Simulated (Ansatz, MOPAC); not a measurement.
Bond stretch in BeH, doublet.

Levels: PM6, unrestricted, heats of formation (MOPAC); UCCSDT = CCSDT on UHF/cc-pVQZ, frozen core (Ansatz, a quantum-chemistry and plane-wave program); ROHF/cc-pVQZ (Ansatz); ROCCSD(T) = CCSD(T) on ROHF/cc-pVQZ, frozen core in Ansatz; UKS-B3LYP = unrestricted B3LYP/cc-pVQZ (Ansatz).

Energies are in kcal/mol, each relative to the lowest point of its own curve near equilibrium.

```json
[
 {"R / Å": "1.09", "PM6": "19.6", "UCCSDT": "15.9", "ROHF": "15.7", "ROCCSD(T)": "15.8", "UKS-B3LYP": "15.0"},
 {"R / Å": "1.16", "PM6": "8.8", "UCCSDT": "7.5", "ROHF": "7.3", "ROCCSD(T)": "7.4", "UKS-B3LYP": "6.9"},
 {"R / Å": "1.22", "PM6": "3.2", "UCCSDT": "3.1", "ROHF": "2.9", "ROCCSD(T)": "3.1", "UKS-B3LYP": "2.8"},
 {"R / Å": "1.27", "PM6": "0.8", "UCCSDT": "1.0", "ROHF": "0.9", "ROCCSD(T)": "1.0", "UKS-B3LYP": "0.9"},
 {"R / Å": "1.33", "PM6": "0.0", "UCCSDT": "0.0", "ROHF": "0.0", "ROCCSD(T)": "0.0", "UKS-B3LYP": "0.0"},
 {"R / Å": "1.36", "PM6": "0.4", "UCCSDT": "0.0", "ROHF": "0.1", "ROCCSD(T)": "0.0", "UKS-B3LYP": "0.1"},
 {"R / Å": "1.39", "PM6": "1.2", "UCCSDT": "0.3", "ROHF": "0.4", "ROCCSD(T)": "0.3", "UKS-B3LYP": "0.4"},
 {"R / Å": "1.43", "PM6": "2.8", "UCCSDT": "1.0", "ROHF": "1.3", "ROCCSD(T)": "1.0", "UKS-B3LYP": "1.2"},
 {"R / Å": "1.52", "PM6": "8.5", "UCCSDT": "3.8", "ROHF": "4.6", "ROCCSD(T)": "3.8", "UKS-B3LYP": "4.1"},
 {"R / Å": "1.57", "PM6": "12.6", "UCCSDT": "5.9", "ROHF": "7.0", "ROCCSD(T)": "5.9", "UKS-B3LYP": "6.3"},
 {"R / Å": "1.66", "PM6": "20.8", "UCCSDT": "10.2", "ROHF": "12.1", "ROCCSD(T)": "10.3", "UKS-B3LYP": "10.9"},
 {"R / Å": "1.86", "PM6": "38.3", "UCCSDT": "21.2", "ROHF": "25.4", "ROCCSD(T)": "21.4", "UKS-B3LYP": "22.2"},
 {"R / Å": "2.03", "PM6": "47.7", "UCCSDT": "30.2", "ROHF": "37.4", "ROCCSD(T)": "30.4", "UKS-B3LYP": "31.6"},
 {"R / Å": "2.25", "PM6": "54.1", "UCCSDT": "39.5", "ROHF": "52.6", "ROCCSD(T)": "39.6", "UKS-B3LYP": "41.7"},
 {"R / Å": "2.43", "PM6": "56.5", "UCCSDT": "44.5", "ROHF": "52.6", "ROCCSD(T)": "44.5", "UKS-B3LYP": "47.7"},
 {"R / Å": "2.72", "PM6": "58.1", "UCCSDT": "48.3", "ROHF": "51.9", "ROCCSD(T)": "48.2", "UKS-B3LYP": "53.5"},
 {"R / Å": "2.97", "PM6": "58.6", "UCCSDT": "49.3", "ROHF": "51.3", "ROCCSD(T)": "49.2", "UKS-B3LYP": "55.9"},
 {"R / Å": "3.29", "PM6": "59.2", "UCCSDT": "49.7", "ROHF": "50.8", "ROCCSD(T)": "49.6", "UKS-B3LYP": "57.3"},
 {"R / Å": "3.68", "PM6": "59.2", "UCCSDT": "49.8", "ROHF": "50.5", "ROCCSD(T)": "49.6", "UKS-B3LYP": "57.9"},
 {"R / Å": "4.14", "PM6": "59.2", "UCCSDT": "49.8", "ROHF": "50.4", "ROCCSD(T)": "49.7", "UKS-B3LYP": "58.1"},
 {"R / Å": "4.72", "PM6": "59.2", "UCCSDT": "49.8", "ROHF": "50.3", "ROCCSD(T)": "49.7", "UKS-B3LYP": "58.1"},
 {"R / Å": "5.47", "PM6": "59.2", "UCCSDT": "49.8", "ROHF": "50.3", "ROCCSD(T)": "49.7", "UKS-B3LYP": "58.1"}
]
```

At the longest distance, 5.47 Å, PM6 lies highest above its minimum (59.2 kcal/mol) and ROCCSD(T) lowest (49.7 kcal/mol).

The unrestricted determinant behind UCCSDT is spin-contaminated at 2.03 to 5.47 Å (<S²> up to 1.0, against 0.75 for a pure doublet). The T1 diagnostic of CCSD on the restricted reference of ROCCSD(T) exceeds 0.045 at 1.86 to 2.72 Å.
